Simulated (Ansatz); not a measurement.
Compare A (`CO/C(F)=C/F`) with its isomer B (`C=C(O)C(F)F`).

Computed with Ansatz on PBE0-D4/def2-TZVP structures; ΔE is electronic, products minus reactants. CCSD(T)/CBS adds triple-zeta CCSD(T) − MP2 to the extrapolated MP2 energy (def2 sets, frozen cores). Functionals use def2-TZVPP. Each species was taken in one conformer, which may not be the lowest.

Question: Which isomer does CCSD(T)/CBS put lower? Give the gap. (Estimate.)

Answer: The calculation gave: B, by 94.2 kJ/mol.

Question: Give E(B) − E(A) in kJ/mol with CCSD/def2-TZVPP, CCSD(T)/def2-TZVPP, HF/def2-TZVPP, PBE-D4, r2SCAN-D4, ωB97M-V, MP2/def2-TZVPP. (Estimate.)

Answer: Computed: CCSD/def2-TZVPP -91.5, CCSD(T)/def2-TZVPP -92.2, HF/def2-TZVPP -85.3, PBE-D4 -83.4, r2SCAN-D4 -88.7, ωB97M-V -89.6, MP2/def2-TZVPP -98.0. None reverses the order clearly.

Largest T1 diagnostic: 0.012.

From PBE to PBE0 (25 % exact exchange), in def2-TZVPP and without D4, E(B) − E(A) moves by −3.4 kJ/mol. In def2-TZVPP, CCSD(T) changes the Hartree–Fock value by −6.9 kJ/mol (the triples alone add −0.8 kJ/mol) and MP2 by −12.6 kJ/mol.
